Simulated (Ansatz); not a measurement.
**CH5BN+ (SMILES B[NH+]=C): single points off equilibrium**

How do the functionals fare away from a minimum? The structure is a structure displaced at random from a GFN2-xTB minimum.

Program: Ansatz 0.2.0, Gaussian basis. Level of theory: single points in def2-TZVPP. These are calculated values, not measurements.

Cores are frozen in the correlated methods. B3LYP uses VWN-RPA correlation.

### Step 1. Starting geometry

8 atoms, charge 1, spin multiplicity 1.

Atoms are counted from 1 here; the program's logs count them from 0.

Bond lengths: B1–N2 1.477 Å, B1–H4 1.174 Å, B1–H5 1.160 Å, N2–C3 1.265 Å, N2–H6 1.035 Å, C3–H7 1.097 Å, C3–H8 1.067 Å. Angles: N2–B1–H4 117.8°, N2–B1–H5 119.0°, H4–B1–H5 123.1°, B1–N2–C3 127.0°, B1–N2–H6 115.8°, C3–N2–H6 117.1°, N2–C3–H7 118.7°, N2–C3–H8 122.9°, H7–C3–H8 118.5°.

Coordinates:

```csv
atom,x (Å),y (Å),z (Å)
B1,-0.90640,0.57260,-0.65440
N2,0.24710,0.32470,0.23490
C3,0.77740,-0.79210,0.50160
H4,-1.41610,-0.35480,-1.16220
H5,-1.29580,1.65760,-0.78170
H6,0.64430,1.15880,0.70100
H7,0.36790,-1.69490,0.03100
H8,1.60680,-0.89530,1.16410
```

### Step 2. CCSD(T)/def2-TZVPP

The input, run/in.yaml:

```yaml
crystal:
  periodic: [false, false, false]
  atoms:
    - {symbol: B, position_ang: [-0.906400, 0.572600, -0.654400]}
    - {symbol: N, position_ang: [0.247100, 0.324700, 0.234900]}
    - {symbol: C, position_ang: [0.777400, -0.792100, 0.501600]}
    - {symbol: H, position_ang: [-1.416100, -0.354800, -1.162200]}
    - {symbol: H, position_ang: [-1.295800, 1.657600, -0.781700]}
    - {symbol: H, position_ang: [0.644300, 1.158800, 0.701000]}
    - {symbol: H, position_ang: [0.367900, -1.694900, 0.031000]}
    - {symbol: H, position_ang: [1.606800, -0.895300, 1.164100]}
basis:
  gaussian: {orbitals: def2-TZVPP}
total_charge: 1
correlation: {method: ccsd_t}
output: {forces: true}
```

The command line of these runs was not kept.

### Step 3. PBE0-D4/def2-TZVPP

run/in.yaml, as its differences from that of step 2:

```diff
@@ -14,3 +14,3 @@
 total_charge: 1
-correlation: {method: ccsd_t}
-output: {forces: true}
+hamiltonian: {xc: pbe0, dispersion: d4}
+output: {forces: true, orbitals: {seedname: orbitals}}
```

### Step 4. wB97M-V/def2-TZVPP

run/in.yaml, as its differences from that of step 3:

```diff
@@ -14,3 +14,3 @@
 total_charge: 1
-hamiltonian: {xc: pbe0, dispersion: d4}
-output: {forces: true, orbitals: {seedname: orbitals}}
+hamiltonian: {xc: {name: wB97M-V}}
+output: {forces: true}
```

### Step 5. r2SCAN-D4/def2-TZVPP

run/in.yaml, as its differences from that of step 4:

```diff
@@ -14,3 +14,3 @@
 total_charge: 1
-hamiltonian: {xc: {name: wB97M-V}}
+hamiltonian: {xc: r2scan, dispersion: d4}
 output: {forces: true}
```

### Step 6. PBE-D4/def2-TZVPP

run/in.yaml, as its differences from that of step 5:

```diff
@@ -14,3 +14,3 @@
 total_charge: 1
-hamiltonian: {xc: r2scan, dispersion: d4}
+hamiltonian: {xc: pbe, dispersion: d4}
 output: {forces: true}
```

### Step 7. B3LYP-D4/def2-TZVPP

run/in.yaml, as its differences from that of step 6:

```diff
@@ -14,3 +14,3 @@
 total_charge: 1
-hamiltonian: {xc: pbe, dispersion: d4}
+hamiltonian: {xc: {name: B3LYP}, dispersion: d4}
 output: {forces: true}
```

### Step 8. BLYP-D4/def2-TZVPP

run/in.yaml, as its differences from that of step 7:

```diff
@@ -14,3 +14,3 @@
 total_charge: 1
-hamiltonian: {xc: {name: B3LYP}, dispersion: d4}
+hamiltonian: {xc: {name: BLYP}, dispersion: d4}
 output: {forces: true}
```

(Steps that only read results are left out.)

Q: Predict the outcome of this session. Wanted: energy less free atoms, CCSD(T)/def2-TZVPP; RMS force component; RMS force error; HOMO and LUMO, PBE0-D4; T1 diagnostic.

**Answer**, as computed:

```
                                  quantity                                                                                            value
energy less free atoms, CCSD(T)/def2-TZVPP                                                                                   -2125.0 kJ/mol
                       RMS force component                                                             0.605 to 0.758 eV/Å over the methods
                           RMS force error  PBE0-D4 0.215, wB97M-V 0.155, r2SCAN-D4 0.145, PBE-D4 0.193, B3LYP-D4 0.149, BLYP-D4 0.140 eV/Å
                    HOMO and LUMO, PBE0-D4                                                                              -15.65 and -9.14 eV
                             T1 diagnostic                                                                                            0.013
```

Against CCSD(T) the functionals' energies less atoms differ by -129.0 to -72.6 kJ/mol, PBE-D4 by -129.0 kJ/mol. CCSD(T) in triple zeta still lacks some correlation energy of the bonds, so part of these gaps is its own basis error and they don't rank the functionals. The forces of BLYP-D4 come nearest to CCSD(T), those of PBE0-D4 are farthest. Frozen-core CCSD(T) forces in triple zeta carry basis errors of their own, and this is one geometry, so small gaps rank nothing.
